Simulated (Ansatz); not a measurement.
A nudged elastic band was laid between two geometries of C3H4F2O (10 atoms, charge 0, multiplicity 1).

Level of theory: RKS r2SCAN-D4/def2-SVP in Ansatz.

```
movable images  : 5
climbing image  : yes
spring          : 5.0 eV/Å²
optimiser       : quadratic models (default)
start path      : through a guess of the saddle point
force threshold : 0.05 eV/Å
iteration limit : 60
end points      : relaxed
```

First end point:

```xyz
10
Properties=species:S:1:pos:R:3
C -0.408 -1.076 0.345
C 0.285 -0.010 -0.444
F 1.622 -0.280 -0.567
F -0.216 0.064 -1.717
C 0.193 1.410 0.128
O -0.382 1.683 1.147
H -1.480 -0.847 0.419
H -0.268 -2.042 -0.160
H 0.013 -1.122 1.358
H 0.724 2.169 -0.507
```

Last end point:

```xyz
10
Properties=species:S:1:pos:R:3
C -0.428 -1.003 0.344
C 0.265 -0.138 -0.673
F 1.613 -0.427 -0.689
F -0.225 -0.415 -1.912
C 0.269 1.388 -0.513
O 0.167 1.621 0.769
H -1.507 -0.788 0.350
H -0.275 -2.057 0.074
H -0.018 -0.814 1.345
H 0.222 2.582 0.909
```

**Question.** Which bonds break or form, and what moves?

**Answer.** Bonds broken: C5–H10. Bonds formed: O6–H10.

**Question.** Give the energies along the band, and the barrier.

**Answer.** The run converged. The highest image is number 4 of 0 to 6, 3.68 eV above the first end and 1.27 eV above the last; the last end lies 2.41 eV above the first. Neighbouring images differ by up to 1.6 eV, so the band resolves the path poorly. A vibrational analysis at the climbing image gives one clearly imaginary mode, 1864i cm⁻¹, and a faint second one (13i cm⁻¹) that may be numerical noise or a soft torsion: probably a first-order saddle point. The orbitals stay closed-shell, which can raise the energy where a bond breaks towards radicals; this wasn't checked here.

```
image  path coordinate (Å)  energy (eV)  C5–H10 (Å)  O6–H10 (Å)
    0                 0.00         0.00        1.12        2.05
    1                 0.38         0.06        1.12        2.02
    2                 0.76         0.55        1.11        1.87
    3                 1.14         2.15        1.12        1.56
    4                 1.52         3.68        1.27        1.17
    5                 1.97         2.66        1.66        0.97
    6                 2.43         2.41        1.86        0.97
```

**Question.** What is the geometry of the highest image?

**Answer.** 
```xyz
10
Properties=species:S:1:pos:R:3
C -0.416 -1.026 0.347
C 0.312 -0.119 -0.603
F 1.631 -0.472 -0.684
F -0.216 -0.209 -1.854
C 0.332 1.370 -0.225
O -0.077 1.641 0.982
H -1.484 -0.769 0.373
H -0.298 -2.063 0.002
H -0.001 -0.923 1.358
H 0.300 2.519 0.308
```

Time of the run: 2.7 min on 2 threads of Arm Neoverse V2, with other jobs on the host, peak memory 0.16 GiB.
